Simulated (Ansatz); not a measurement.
# C2H3N (SMILES C1=CN1): one structure at several levels

An exercise on one series of results from a longer session: the logs are not shown, and one member is left open.

Method: single points in def2-TZVPP; program: Ansatz 0.2.0, Gaussian basis.

Cores are frozen in the correlated methods.

### The starting structure

SMILES `C1=CN1`, 6 atoms, charge 0, spin multiplicity 1.

Atoms are counted from 1 here; the program's logs count them from 0.

Bond lengths: C1–C2 1.307 Å, C1–N3 1.539 Å, C1–H4 1.060 Å, C2–N3 1.479 Å, C2–H5 1.051 Å, N3–H6 1.004 Å. Angles: C2–C1–N3 62.0°, C2–C1–H4 159.2°, N3–C1–H4 138.6°, C1–C2–N3 66.7°, C1–C2–H5 155.3°, N3–C2–H5 138.0°, C1–N3–C2 51.3°, C1–N3–H6 112.6°, C2–N3–H6 112.3°.

Geometry (Å):

```xyz
6

C    -0.7343   -0.1830   -0.2781
C     0.4540    0.3161   -0.4953
N     0.0938    0.2658    0.9386
H    -1.6677   -0.6432   -0.4792
H     1.2720    0.6139   -1.0849
H     0.5295   -0.5037    1.4141
```

Set-up of the first run:

The input, run/in.yaml:

```yaml
crystal:
  periodic: [false, false, false]
  atoms:
    - {symbol: C, position_ang: [-0.734300, -0.183000, -0.278100]}
    - {symbol: C, position_ang: [0.454000, 0.316100, -0.495300]}
    - {symbol: N, position_ang: [0.093800, 0.265800, 0.938600]}
    - {symbol: H, position_ang: [-1.667700, -0.643200, -0.479200]}
    - {symbol: H, position_ang: [1.272000, 0.613900, -1.084900]}
    - {symbol: H, position_ang: [0.529500, -0.503700, 1.414100]}
basis:
  gaussian: {orbitals: def2-TZVPP}
correlation: {method: ccsd_t}
output: {forces: true}
```

No record of the launch command was kept for these runs.

Among the steps run: CCSD(T)/def2-TZVPP; PBE0-D4/def2-TZVPP; wB97M-V/def2-TZVPP; r2SCAN-D4/def2-TZVPP; PBE-D4/def2-TZVPP; wB97X-V/def2-TZVPP; BLYP-D4/def2-TZVPP.

One of the session's tables, all rows but one given; the rest of the session is left out.

```
   method  RMS force component (eV/Å)  angle to CCSD(T) forces (°)  dipole (D)
  CCSD(T)                       0.858                    reference        1.98
  PBE0-D4                       1.219                         18.5        1.96
  wB97M-V                       1.186                         16.5        2.00
r2SCAN-D4                       1.142                         11.6        1.95
   PBE-D4                           ?                            ?           ?
  wB97X-V                       1.230                         17.4        2.02
  BLYP-D4                       1.006                          7.5        1.92
```

Q: Estimate the row for PBE-D4 from the others.

As computed: RMS force component (eV/Å): 1.056; angle to CCSD(T) forces (°): 7.8; dipole (D): 1.90. In the column «RMS force component (eV/Å)» it lies between BLYP-D4 (1.006) and r2SCAN-D4 (1.142).
